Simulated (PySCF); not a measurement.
Structure with atom numbers: `[CH3:1][CH:2]([CH3:3])[C:4](=[O:5])[Cl:6]`. Each H is labelled by its parent atom.

Geometry: PBE0-D3(BJ)/def2-SVP; GIAO absolute shieldings from PySCF, gas phase, non-relativistic, averaged over equivalent atoms.

At CAM-B3LYP/pcSseg-1 (144 basis functions, 15 s wall time on 1 thread of an Arm Neoverse V1, shared host):
```json
{"atoms": "C4", "σ (ppm)": "-8.3"}
{"atoms": "C2", "σ (ppm)": "133.4"}
{"atoms": "C1/C3", "σ (ppm)": "162.2"}
{"atoms": "O5", "σ (ppm)": "-261.2"}
{"atoms": "Cl6", "σ (ppm)": "486.8"}
{"atoms": "H(C2)", "σ (ppm)": "28.98"}
{"atoms": "H(C1)/H(C3)", "σ (ppm)": "30.10"}
```

Task: What do these become at WP04/pcSseg-1?

Result: 
| atoms | σ at WP04/pcSseg-1 | change |
| --- | --- | --- |
| C4 | -20.2 | -11.9 |
| C2 | 120.4 | -13.0 |
| C1/C3 | 150.7 | -11.5 |
| O5 | -242.4 | +18.8 |
| Cl6 | 442.9 | -43.9 |
| H(C2) | 29.11 | +0.13 |
| H(C1)/H(C3) | 30.30 | +0.20 |

The largest change is at Cl6 (chlorine bonded to C). Cost: 144 basis functions, 11 s wall time on 1 thread of an Arm Neoverse V1, shared host. The order of the carbon signals is the same at both levels.

Carbons that carry Cl, above all several Cl atoms, come out too deshielded, partly because spin–orbit coupling is missing.
